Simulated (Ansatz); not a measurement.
CaB6-type LaB₆, treated with PBEsol in Ansatz (plane waves, PAW).

Numerical settings: plane-wave cutoff 500 eV, 10×10×10 k mesh, Fermi–Dirac smearing 0.05 eV, scalar-relativistic PAW data made under PBE.

Computed at the level's own relaxed cell.

Give the computed equilibrium volume per atom and lattice parameter a.


equilibrium volume per atom: 10.06 Å³/atom
lattice parameter a: 4.130 Å

Measured, for comparison: equilibrium volume per atom 10.26 Å³/atom, lattice constant a 4.157 Å (296 K, not corrected to a static lattice; as tabulated in Tsubota and Kitagawa (2017), doi:10.1038/s41598-017-15766-y). Computed (rounded) less measured: equilibrium volume per atom -1.9 %, lattice constant a -0.6 %. A static lattice is as a rule a little smaller and stiffer than an uncorrected measurement, which narrows the difference in the equilibrium volume per atom, lattice constant a and would widen misses of the other sign.

Spin–orbit coupling is not included.

The computed numbers hold no vibrational or temperature effects.

Cost on a shared machine: around 50 core-seconds (rough).

Ansatz is a program for electronic structure.
